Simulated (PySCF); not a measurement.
**Worked example for hydrogen chloride: ionisation energy to the radical cation**

Structure: `Cl` (HCl).

These are calculated values, M06-2X/ma-def2-TZVP in PySCF (grid level 3) at geometries from PBE0-D3(BJ)/ma-def2-SVP. Zero-point energies come from unscaled PBE0-D3(BJ)/ma-def2-SVP harmonic frequencies.

```jsonl
{"state": "parent", "structure": "parent", "E / Eh": "-460.798806"}
{"state": "radical cation", "structure": "parent", "E / Eh": "-460.329250"}
{"state": "radical cation", "structure": "radical cation", "E / Eh": "-460.329746"}
{"state": "parent", "structure": "radical cation", "E / Eh": "-460.797437"}
```

Zero-point energy of the radical cation less that of the parent: -0.020 eV. 1 Eh = 27.2114 eV.

Question: Work out the vertical and adiabatic ionisation energy.

Answer: Vertical: (-460.329250) − (-460.798806) = 0.469556 Eh = 12.78 eV. Adiabatic: 0.469060 Eh = 12.764 eV, and 12.74 eV with zero-point energy.

Question: And the inner reorganisation energy of self-exchange?

Answer: The radical cation relaxes by 13.5 meV and the parent by 37.3 meV, so λ = 51 meV.

Caveats: spin-orbit coupling is left out of the energies, which matters for open shells on the heavier atoms.
